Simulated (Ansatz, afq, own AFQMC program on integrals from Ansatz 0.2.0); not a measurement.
## MgSe⁺, doublet: AFQMC among the cluster methods

```yaml
atoms:
  - { symbol: Se, position_ang: [0.0000, 0.0000, 0.0000] }
  - { symbol: Mg, position_ang: [0.0000, 0.0000, 2.3695] }
```

Basis cc-pVDZ. Only valence electrons are correlated. Integrals, coupled cluster, full CI and functionals: Ansatz 0.2.0; the random walks run on the same integrals in our own AFQMC program. The CISD trial takes its coefficients from CCSD amplitudes. Released means that phaseless walkers are propagated on without the constraint, phases kept. Free projection: walkers drawn from exp(T), propagated without any constraint. Its projection time is finite, and what remains of the start isn't in its error. Error bars are statistical, one sigma. No spin–orbit coupling.

Determinant: UHF, the one that the program's search chose, which needn't be the lowest solution. The geometry is a PBE0/def2-TZVP stationary point of this or a neighbouring charge and spin state.

No full CI on the walks' own integrals is used here; CCSDT(Q) serves as the reference and is uncertain by about the last step of the cluster series.

Cautions: no relativity below Rb; no spin-orbit coupling; inner d shell frozen; the ph-AFQMC/CISD walk drifts between its halves (2.6 errors).

```
T1 diagnostic                               : 0.0222
weight of the determinant in the CISD state : 0.916
⟨S²⟩ of the determinant                     : 0.777
size of the correlated space                : 7 electrons in 26 orbitals
```

Reference: CCSDT(Q), correlation energy -3.371 eV. The released energy is read at 2.40 1/Eh (meV from the phaseless value at times in 1/Eh: -1 ± 9 at 0.24, -6 ± 9 at 0.51, -12 ± 8 at 0.99, -32 ± 11 at 1.62, -13 ± 13 at 2.40).

```tsv
level	E − E(reference) (mEh)	share of correlation (%)
HF	123.90	0.00
MP2	21.52	82.63
CCSD	4.61	96.28
CCSD(T)	1.03	99.17
CCSDT	0.32	99.74
ph-AFQMC/HF	-1.83 ± 1.58	101.47
ph-AFQMC/CISD	0.52 ± 0.32	99.58
released AFQMC	0.04 ± 0.48	99.97
free AFQMC	-0.05 ± 0.29	100.04
```

Free projections are given only where their last times agree within the noise and don't stop above the reference; a slow remainder of the start can still hide under it. A walk keeps the symmetry of its determinant, which the program's search chose and which needn't be the lowest solution, so a lower state of the same spin and another symmetry isn't excluded. Released energies are given only where the last usable release times agree within the noise; a slower fall can still hide under it.
